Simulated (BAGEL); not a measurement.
# Si2H6 (disilane) at RI-MP2/6-31G(d) (density fitting with svp-jkfit, spherical functions)

Wanted: the energy of Si2H6 (disilane). 

The results are computed with BAGEL 1.2.2.

## (1) Starting point

Si2H6: 8 atoms, total charge 0, spin state singlet. SMILES: `[SiH3][SiH3]`. One bond was lengthened or shortened from a relaxed shape.

Bond lengths: Si1–Si2 2.338 Å, Si1–H3 1.488 Å, Si1–H4 1.488 Å, Si1–H5 1.488 Å, Si2–H6 1.488 Å, Si2–H7 1.265 Å, Si2–H8 1.488 Å. Some angles: Si1–Si2–H6 110.3°, Si1–Si2–H7 110.3°, Si1–Si2–H8 110.3°, Si2–Si1–H3 110.3°, Si2–Si1–H4 110.3°, Si2–Si1–H5 110.3°, H6–Si2–H7 108.7°, H6–Si2–H8 108.7°, H7–Si2–H8 108.7°, H3–Si1–H4 108.7°.

## (2) The energy at RI-MP2/6-31G(d) (density fitting with svp-jkfit, spherical functions)

Contents of mp2.json:

```json
{ "bagel" : [

{
  "title" : "molecule",
  "basis" : "6-31gs.json",
  "df_basis" : "svp-jkfit",
  "angstrom" : true,
  "geometry" : [
    { "atom" : "Si", "xyz" : [      -0.210807,       0.313781,      -1.047951 ] },
    { "atom" : "Si", "xyz" : [       0.493193,      -0.680819,       0.947949 ] },
    { "atom" : "H", "xyz" : [       0.963593,       0.771781,      -1.837951 ] },
    { "atom" : "H", "xyz" : [      -0.983207,      -0.660319,      -1.864951 ] },
    { "atom" : "H", "xyz" : [      -1.078307,       1.487681,      -0.760951 ] },
    { "atom" : "H", "xyz" : [       1.268693,       0.292181,       1.763249 ] },
    { "atom" : "H", "xyz" : [       1.228100,      -1.680500,       0.704000 ] },
    { "atom" : "H", "xyz" : [      -0.681307,      -1.135619,       1.739549 ] }
  ]
},

{
  "title" : "hf",
  "charge" : 0
},

{
  "title" : "mp2",
  "charge" : 0,
  "ncore" : 10
}

]}
```

The basis set 6-31G* is read from a file made from the Basis Set Exchange's data (not shown).

The run is started by

```console
$ BAGEL_NUM_THREADS=1 BAGEL mp2.json > mp2.out
```

Output:

```text
* using 1 threads per process

  ===============================================================
  ===============================================================

  *** Geometry ***

  { "atom" : "Si", "xyz" : [     -0.398367,      0.592960,     -1.980340 ] },
  { "atom" : "Si", "xyz" : [      0.932000,     -1.286561,      1.791364 ] },
  { "atom" : "H", "xyz" : [      1.820927,      1.458455,     -3.473224 ] },
  { "atom" : "H", "xyz" : [     -1.857992,     -1.247822,     -3.524247 ] },
  { "atom" : "H", "xyz" : [     -2.037705,      2.811310,     -1.437989 ] },
  { "atom" : "H", "xyz" : [      2.397482,      0.552142,      3.332058 ] },
  { "atom" : "H", "xyz" : [      2.320773,     -3.175685,      1.330367 ] },
  { "atom" : "H", "xyz" : [     -1.287484,     -2.146009,      3.287271 ] },

  Number of auxiliary basis functions:      364

  Since a DF basis is specified, we compute 2- and 3-index integrals:
    o Being stored without compression. Storage requirement is 0.007 GB

  Number of basis functions:       48
  Number of electrons      :       34

    * METHOD: MOLECULE                             0.11

  *** RHF ***

  === Nuclear Repulsion ===
    91.8225056034

      * DIIS with orbital gradients will be used.

  === RHF iteration (6-31gs.json) ===
      0       -581.23731755          0.01106242           0.02
      1       -581.27576191          0.00320266           0.02
      2       -581.27923716          0.00050340           0.02
      3       -581.27933059          0.00010638           0.02
      4       -581.27933680          0.00001164           0.02
      5       -581.27933690          0.00000144           0.02
      6       -581.27933691          0.00000024           0.02
      7       -581.27933691          0.00000006           0.02
      8       -581.27933691          0.00000001           0.02
    * SCF iteration converged.

    * Permanent dipole moment:
           (   -0.090321,     0.123207,     0.009656) a.u.

    * METHOD: HF                                   0.24

  *** RHF ***

  === Nuclear Repulsion ===
    91.8225056034

      * DIIS with orbital gradients will be used.

  === RHF iteration (6-31gs.json) ===
      0       -581.27933691          0.00000000           0.02
    * SCF iteration converged.

    * Permanent dipole moment:
           (   -0.090321,     0.123207,     0.009655) a.u.

  === DF-MP2 calculation ===

    * freezing 10 orbitals
    * 3-index integral transformation done
    * assembly done

      MP2 correlation energy:   -0.1576467991      0.01

      MP2 total energy:       -581.4369837046

    * METHOD: MP2                                  0.05

  ===============================================================
```

Run time: 0.56 s. Hardware: 1 thread of Arm Neoverse V2, shared host.

## (3) Results

Level: RI-MP2/6-31G* (density fitting with svp-jkfit, spherical functions), 10 core orbitals frozen.

| quantity | value |
| --- | --- |
| total energy | -581.43698 Eh |
| correlation energy (10 core orbitals frozen) | -157.6 mEh |
